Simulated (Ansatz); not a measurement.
Born–Oppenheimer molecular dynamics of ClH5Si2 (8 atoms, charge 0, multiplicity 1). It starts from a relaxed structure.

Theory: Ansatz, RKS BHLYP/def2-SVP.

| Item | Value |
| --- | --- |
| ensemble | NVE (velocity Verlet) |
| time step | 0.5 fs |
| steps asked | 166 |
| starting velocities drawn for | 2000 K |
| seed | 557585 |

First frame:

```xyz
8
Properties=species:S:1:pos:R:3
Si 0.031 0.050 0.023
H 0.083 0.077 1.502
Cl 1.984 0.058 -0.689
H -0.629 1.288 -0.449
Si -1.077 -1.874 -0.767
H -1.767 -2.552 0.357
H -2.085 -1.495 -1.786
H -0.091 -2.800 -1.369
```

Task: How far do the bonds stretch over the last three quarters of this one trajectory? (Pairs bonded in most of those frames.)

Result: 
```csv
bond,mean (Å),spread (Å),shortest,longest
Si1–H2,1.517,0.116,1.34,1.68
Si1–Cl3,2.078,0.035,2.03,2.13
Si1–H4,1.494,0.059,1.40,1.58
Si1–Si5,2.356,0.143,2.17,2.57
Si5–H6,1.503,0.075,1.38,1.62
Si5–H7,1.500,0.071,1.39,1.61
Si5–H8,1.489,0.037,1.43,1.54
```

Mean temperature of the second half: 1027 K. The conserved energy stayed within 0.89 meV per atom of its start (net change 0.53 meV per atom), so the integration is sound. Over the second half the temperature averaged 0.51 of the 2000 K drawn at the start: a run that starts near a minimum puts about half its kinetic energy into the potential. A run of 0.083 ps of so small a system gives no equilibrium averages.

The run took 6.8 min on 2 threads of Intel(R) Xeon(R) Platinum 8259CL CPU @ 2.50GHz (Skylake/Cascade Lake), with other jobs on the host, peak memory 0.17 GiB.
